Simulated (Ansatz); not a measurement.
**Worked example: correlation energy of HOP⁺, quartet**

Geometry: that of the HOP, triplet, kept fixed. The doublet lies 4.0 eV lower here.

```yaml
atoms:
  - { symbol: O, position_ang: [0.0000, -0.1018, 1.0417] }
  - { symbol: P, position_ang: [0.0000, 0.0286, -0.5874] }
  - { symbol: H, position_ang: [0.0000, 0.7367, 1.5146] }
```

Basis cc-pVDZ; Ansatz 0.2.0. Only valence electrons are correlated (noble-gas cores frozen), which leaves 11 electrons in 31 orbitals. R marks a restricted (for open shells ROHF) determinant, U an unrestricted one.

Full CI isn't at hand for all of this; UCCSDTQ serves as the reference, and is uncertain by the last step of the cluster series or more.

UCCSD has a T1 diagnostic of 0.026 and a largest doubles amplitude of 0.06.

The cluster runs stand on a determinant 0.12 eV above the lowest UHF solution, chosen by a search with trial CCSD; the correlation energy below is counted from it.

Runs differ by some tens of microhartree through their thresholds and, for an open shell, their frozen cores, so steps under 0.03 kcal/mol mean nothing.

```json
{"level": "UHF determinant under the cluster runs", "total energy (hartree)": "-415.743117"}
{"level": "UMP2", "total energy (hartree)": "-415.980077"}
{"level": "UCCSD", "total energy (hartree)": "-416.000647"}
{"level": "UCCSD(T)", "total energy (hartree)": "-416.007882"}
{"level": "UCCSDT", "total energy (hartree)": "-416.008749"}
{"level": "UCCSDT(Q)", "total energy (hartree)": "-416.009601"}
{"level": "UCCSDTQ", "total energy (hartree)": "-416.009473"}
```

What is the correlation energy at UCCSDTQ, and what share of it do UMP2 and UCCSD recover?

E(corr) = -416.009473 − (-415.743117) = -0.266356 hartree = -7.248 eV. UMP2: -0.236960 / -0.266356 = 88.96 %. UCCSD: -0.257530 / -0.266356 = 96.69 %.

By how many kcal/mol does UCCSD(T) miss UCCSDTQ (1 hartree = 627.509 kcal/mol), and which steps make up the rest?

-416.007882 − (-416.009473) = 0.001591 hartree = 1.00 kcal/mol. Steps: UCCSDT − UCCSD(T) = -0.54, UCCSDT(Q) − UCCSDT = -0.53, UCCSDTQ − UCCSDT(Q) = 0.08 kcal/mol. Differences between like states or geometries often cancel part of this.
